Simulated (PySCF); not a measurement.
An unknown shows these calculated signals:

1H NMR (600 MHz, computed): δ 3.50 (d, 2H), 2.63 (s, 3H), 1.67 (t, 1H), -0.05 (br s, 1H).

13C{1H} NMR (computed): δ 87.0 (C), 78.3 (CH), 42.8 (CH2), 37.3 (CH3).

PySCF 2.14 calculation with coordinates at the GFN2-xTB level and shieldings: GIAO PBE0/pcSseg-1; one conformer, one averaged value for each set of equivalent atoms, non-relativistic, no solvent model.

Scale: 1H (σref 31.72), 13C (σref 186.93) vs TMS (reference shieldings calculated alike).

Question: Which of these does the molecule contain: a non-aromatic C=C double bond, an NH or NH2 group, a CF3 group, an aldehyde, an N-methyl group, a C≡C triple bond?

Answer: 
- A non-aromatic C=C double bond: no.
- An NH or NH2 group: yes (δH -0.05 (br s)).
- A CF3 group: no.
- An aldehyde: no.
- An N-methyl group: yes (δC 37.3; δH 2.63 (s)).
- A C≡C triple bond: yes (δC 78.3, 87.0; δH 1.67 (t)).

The data belong to N-methylpropargylamine (C#CCNC, C4H7N); they needn't prove each group on their own.

Carbon signals by region: 2 at 50–100 ppm, 2 below 50 ppm.

Exchangeable OH/NH protons stand at their gas-phase positions; hydrogen bonding in a real sample shifts them, mostly to higher δ. Shifts are as computed. Against solution values, carbons near 30 ppm lie about +3 ppm off and those near 130 ppm about +5 ppm. Of 1211 compounds with measured shifts, 218 miss one by over three times the rms of a fit or turn the order of signals round; such compounds aren't used in these exercises. No couplings were computed; multiplicities are counted from neighbouring protons, with m where these are inequivalent, close in shift, in a saturated or five-membered ring or joined by F or P, and br s for small geminal =CH2 splittings.
